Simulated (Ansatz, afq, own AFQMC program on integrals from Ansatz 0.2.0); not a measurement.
Integrals from Ansatz 0.2.0, then the random walk in our own AFQMC program (afq).

```yaml
crystal:
  periodic: [false, false, false]
  atoms:
    - {symbol: B, position_ang: [-2.615172, 0.000000, -0.000001]}
    - {symbol: H, position_ang: [-3.211906, 1.033572, -0.000001]}
    - {symbol: H, position_ang: [-3.211906, -1.033571, -0.000002]}
    - {symbol: H, position_ang: [-1.075172, 0.000000, -0.000001]}
    - {symbol: Ge, position_ang: [0.454828, 0.000000, 0.000000]}
    - {symbol: H, position_ang: [0.923495, -1.465915, 0.000000]}
    - {symbol: H, position_ang: [0.923497, 0.732957, -1.269519]}
    - {symbol: H, position_ang: [0.923496, 0.732957, 1.269520]}
basis:
  gaussian: {orbitals: cc-pVDZ}
magnetization: {spin_polarized: true, initial_magnetization: 1}
correlation: {method: ccsd_t, electrons: outside_noble_gas, hamiltonian_folder: ham}
```

```sh
$ ansatz run in.yaml --threads 1 --pin off --events-out ev --progress --plain --max-ram 16896MiB --backend cuda --devices 0, --max-vram 18GiB
```

Options of the walk:

```
--method phaseless --trial cisd --walkers 4000 --populations 20 --least-time 60 --time-step 0.005 --steps-per-block 50 --equilibration-blocks 28 --max-blocks 4000 --target-error 0.00021 --factor-cut 1e-05 --start spin_pure --seed 7729 --release-times 0.24,0.51,0.99,1.62,2.4 --release-step 0.03 --release-every 3 --taylor-order 6
```

Times are imaginary, in 1/Eh. The walk had a cap of 198 s. With eight or more populations the least sampling time is a fifth of least-time, and the error comes from their spread. Filled inner d shells are frozen with the cores.

Output of the walk:

```
orbitals 56  electrons 7 6  factors 456 of 715
reference energy -2103.35677960 Eh
CCSD correlation -0.24434086 Eh in 11 cycles, weight of the determinant in the CISD state 0.8721
energy of the start -2103.600471 Eh
 block  time / (1/Eh)  mean weight  energy / Eh
     1     0.250  0.9998  -2103.596113
     2     0.500  1.0000  -2103.597282
     3     0.750  0.9996  -2103.599364
     4     1.000  0.9999  -2103.601229
     5     1.250  1.0002  -2103.602695
    12     3.000  0.9999  -2103.606581
    19     4.750  0.9999  -2103.606639
    26     6.500  0.9998  -2103.607175
    33     8.250  1.0000  -2103.607382
    40    10.000  0.9998  -2103.607181
    47    11.750  1.0000  -2103.606636
    53    13.250  1.0001  -2103.606433
    54    13.500  1.0002  -2103.606885
    58    14.500  1.0000  -2103.608660
    61    15.250  1.0001  -2103.607602
    68    17.000  0.9999  -2103.606758
    75    18.750  0.9999  -2103.606766
    78    19.500  1.0001  -2103.606824
error from the spread of 20 populations
released: time / (1/Eh)  energy / Eh  error  mean overlap
  0.24  -2103.607341  0.000085  0.9977
  0.51  -2103.607438  0.000069  0.9986
  0.99  -2103.607475  0.000049  0.9942
  1.62  -2103.607673  0.000085  0.9861
  2.40  -2103.607776  0.000138  0.9761
energy -2103.607153 +/- 0.000094 Eh
(rows thinned)
```

The run passed its tests (sampling time, drift between the halves within three errors, error under three times the target), which doesn't prove that it has relaxed.

Against this walk (error 2.6 meV) on the same determinant: CCSD(T) 24.8 meV higher, CCSDT(Q) 10.8 meV lower. The error is statistical and leaves out the bias of the constraint. The released energies are still falling (meV from the phaseless value at times in 1/Eh: -5.1 ± 2.3 at 0.24, -7.7 ± 1.9 at 0.51, -8.7 ± 1.3 at 0.99, -14.2 ± 2.3 at 1.62, -17 ± 4 at 2.40), so they give no level; they do show a bias of the constraint, and the last of them that isn't too noisy lies 6 meV below CCSDT(Q).

Cautions: constraint bias not in the error; no relativity below Rb; no spin-orbit coupling; inner d shell frozen.

The walk took 2.1 min on 1 × NVIDIA H100 80GB HBM3 with 2 threads of AMD EPYC 7R13 Processor (Zen 3), with other jobs on the host (the card was shared). The log's last line is the phaseless energy.

CCSDT and higher add their correlation energy to the determinant of the CCSD(T) run, since their own runs factorise the integrals more tightly (a shift of under 2 meV). A walk keeps the symmetry of its determinant, which the program's search chose and which needn't be the lowest solution, so a lower state of the same spin and another symmetry isn't excluded.
